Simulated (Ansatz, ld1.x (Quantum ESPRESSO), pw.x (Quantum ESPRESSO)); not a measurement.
## What a changed setting does to a pw.x run (sc C)

Potential: norm-conserving Troullier–Martins (Kleinman–Bylander form), ld1.x (Quantum ESPRESSO) 7.5, PBEsol; core [He], reference 2s2 2p2; waves: 2s (bound): rc 1.15 bohr; 2p (bound): rc 2.25 bohr; 3d channel at -0.05 Ry: rc 2.10 bohr; local part: all-electron potential smoothed inside 2.05 bohr (lloc = -1); core correction: a·sin(br)/r model core inside 0.65 bohr.

The reference run (k-mesh 18³, cutoffs 110/440 Ry, Fermi–Dirac 0.01 Ry, mixing_beta 0.4, conv_thr 1e-9, no spin) gives 13.61 GPa at 5.310 Å³/atom, where all-electron LAPW gives 11.95 GPa. This run, with its own iteration cap, changes diagonalization to cg.

```
&control
  calculation='scf', prefix='x', pseudo_dir='./', outdir='./tmp', tstress=.true., disk_io='none'
/
&system
  ibrav=0, nat=1, ntyp=1, ecutwfc=110, ecutrho=440, nbnd=9,
  occupations='smearing', smearing='fd', degauss=0.01
/
&electrons
  conv_thr=1e-09, mixing_beta=0.4, electron_maxstep=60, diagonalization='cg'
/
ATOMIC_SPECIES
C 1.0 C.UPF
CELL_PARAMETERS angstrom
  1.74460926 0.00000000 0.00000000
  0.00000000 1.74460926 0.00000000
  0.00000000 0.00000000 1.74460926
ATOMIC_POSITIONS crystal
C 0.0000 0.0000 0.0000
K_POINTS automatic
18 18 18 0 0 0
```

```bash
pw.x < C.scf.in > C.scf.out
```

Problem. How does the run end?

Solution. It converges in 12 iterations; the free energy moves by +0.0 meV/atom and the pressure by +0.00 GPa. The result is that of the reference run.

```
Message from routine setup:
     using ibrav=0 with symmetry is DISCOURAGED, use correct ibrav instead
     lattice parameter (alat)  =       3.2968  a.u.
     unit-cell volume          =      35.8337 (a.u.)^3
     number of electrons       =         4.00
     number of Kohn-Sham states=            9
     kinetic-energy cutoff     =     110.0000  Ry
     charge density cutoff     =     440.0000  Ry
     scf convergence threshold =      1.0E-09
     Exchange-correlation= PBESOL
     number of k points=   220  Fermi-Dirac smearing, width (Ry)=  0.0100
     iteration #  1     ecut=   110.00 Ry     beta= 0.40
     c_bands:  1 eigenvalues not converged
     c_bands:  1 eigenvalues not converged
     c_bands:  1 eigenvalues not converged
     [... 33 repeated lines left out ...]
     total energy              =     -11.49029066 Ry
     estimated scf accuracy    <       0.00842967 Ry
     iteration #  2     ecut=   110.00 Ry     beta= 0.40
     total energy              =     -11.48992967 Ry
     estimated scf accuracy    <       0.00271728 Ry
     iteration #  3     ecut=   110.00 Ry     beta= 0.40
     total energy              =     -11.49006651 Ry
     estimated scf accuracy    <       0.00000928 Ry
     [... 6 iterations left out ...]
     iteration # 10     ecut=   110.00 Ry     beta= 0.40
     total energy              =     -11.49016577 Ry
     estimated scf accuracy    <       0.00000002 Ry
     iteration # 11     ecut=   110.00 Ry     beta= 0.40
     total energy              =     -11.49016577 Ry
     estimated scf accuracy    <          6.1E-09 Ry
     iteration # 12     ecut=   110.00 Ry     beta= 0.40
     the Fermi energy is    15.7889 ev
!    total energy              =     -11.49016577 Ry
     estimated scf accuracy    <          2.0E-10 Ry
     smearing contrib. (-TS)   =      -0.00147977 Ry
     The total energy is F=E-TS. E is the sum of the following terms:
     one-electron contribution =       5.82398453 Ry
     hartree contribution      =       0.35555781 Ry
     xc contribution           =      -3.89842257 Ry
     ewald contribution        =     -13.76980578 Ry
     convergence has been achieved in  12 iterations
          total   stress  (Ry/bohr**3)                   (kbar)     P=      136.09
     Message from routine punch:
     Nothing written, as per user request (disk_io='none')
```

The run took about 33 s on one core of a shared host (Neoverse-V1, 32 threads, 247 GiB, load 18).
